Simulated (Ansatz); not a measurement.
C5H8 can be A, `CC=C=CC`, or B, `C=C1CC1C`.

Program: Ansatz. Geometries: PBE0-D4/def2-TZVP. ΔE: electronic, gas phase. CCSD(T)/CBS adds triple-zeta CCSD(T) − MP2 to the extrapolated MP2 energy (def2 sets, frozen cores). Functionals use def2-TZVPP. B3LYP here is the variant with VWN-RPA as its local correlation; programs differ in this.

Problem. Which isomer does CCSD(T)/CBS put lower? Give the gap. (An estimate is asked.)

Solution. Ansatz gave: A, by 28.6 kJ/mol.

Problem. Give E(B) − E(A) in kJ/mol with r2SCAN-D4, HF/def2-TZVPP, B2PLYP, ωB97M-V, B3LYP-D4, CCSD/def2-TZVPP, MP2/def2-TZVPP. (Estimate.)

Solution. Ansatz gave: r2SCAN-D4 27.0, HF/def2-TZVPP 38.6, B2PLYP 35.2, ωB97M-V 24.8, B3LYP-D4 37.9, CCSD/def2-TZVPP 27.6, MP2/def2-TZVPP 19.5. None reverses the order clearly.

Largest T1 diagnostic: 0.011.

The D4 term adds −3.5 kJ/mol with B3LYP and −1.8 kJ/mol with PBE0; it sums over pairs of atoms, weighted by their polarisabilities, and B3LYP, whose exchange is more repulsive, gets the larger term. In def2-TZVPP, CCSD(T) changes the Hartree–Fock value by −10.1 kJ/mol (the triples alone add +0.8 kJ/mol) and MP2 by −19.0 kJ/mol.
